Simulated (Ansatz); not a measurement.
Worked example: H$_{2}$N–C, sextet against H2N–C, quartet

Geometry (PBE0/def2-TZVP stationary point of a quartet), kept for both states (H2N–C, quartet: A2; H2N–C, sextet: B2):

```tsv
atom	x (Å)	y (Å)	z (Å)
N	0.0000	0.0000	0.5481
C	0.0000	0.0000	-0.8171
H	0.0000	0.8633	1.0602
H	0.0000	-0.8633	1.0602
```

Basis cc-pVDZ; Ansatz 0.2.0. Correlated methods freeze the noble-gas cores. Prefix R: restricted or restricted open-shell reference; prefix U: unrestricted.

Full CI isn't at hand for all of this; UCCSDT(Q) serves as the reference, and is uncertain by about the last step of the cluster series.

| level | E(H2N–C, quartet) (hartree) | E(H2N–C, sextet) (hartree) |
| --- | --- | --- |
| UHF | -93.294875 | -93.045231 |
| UMP2 | -93.519327 | -93.231978 |
| UCCSD(T) | -93.547109 | -93.263206 |
| PBE | -93.676223 | -93.391656 |
| wB97M-V | -93.749443 | -93.457545 |
| UCCSDT(Q) | -93.548103 | -93.264135 |

**Question.** Give the vertical gap, H2N–C sextet less H2N–C quartet, at each level in eV (1 hartree = 27.2114 eV), and each error against UCCSDT(Q).

**Answer.** UCCSDT(Q): (-93.264135 − (-93.548103)) × 27.2114 = 7.727 eV (the reference)
wB97M-V: (-93.457545 − (-93.749443)) × 27.2114 = 7.943 eV, error 0.216 eV
PBE: (-93.391656 − (-93.676223)) × 27.2114 = 7.743 eV, error 0.016 eV
UCCSD(T): (-93.263206 − (-93.547109)) × 27.2114 = 7.725 eV, error -0.002 eV
UMP2: (-93.231978 − (-93.519327)) × 27.2114 = 7.819 eV, error 0.092 eV
UHF: (-93.045231 − (-93.294875)) × 27.2114 = 6.793 eV, error -0.934 eV

Total energies of functionals can't be set beside those of wave-function methods, since they hold the core's correlation and their own absolute errors; only the differences compare.

In so small a basis the reference is far from its limit while semilocal and hybrid functionals are nearer theirs, so the functionals' errors here hold much of the reference's basis and frozen-core error, which can add to them or hide them.

Each level lands on the state that its own search finds. T1 diagnostics of restricted CCSD: 0.021 and 0.016.
